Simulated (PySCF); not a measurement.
SiH2, SMILES [SiH2] (connectivity only; charge and spin as stated), neutral, multiplicity 1.

The structure is a stationary point at PBE-D3(BJ)/def2-TZVPD. The isomer is the one that the SMILES or the coordinates give; other isomers of the formula were not compared.

All values below come from PBE/def2-TZVPD (PySCF).

Symmetry labels are those of the subgroup C2v that the program uses (full group C2v).

Task: List the valence orbital energies around the gap with their symmetry. (The exact figures need the calculation; the answer reports its results.)

Result: 
```tsv
orbital	symmetry	energy (eV)
HOMO−7	A1	-1780.48
HOMO−6	A1	-138.05
HOMO−5	B1	-95.02
HOMO−4	B2	-94.72
HOMO−3	A1	-94.64
HOMO−2	A1	-12.48
HOMO−1	B2	-7.86
HOMO	A1	-5.88
LUMO	B1	-4.04
LUMO+1	B2	-0.14
LUMO+2	A1	-0.02
LUMO+3	A1	1.24
```
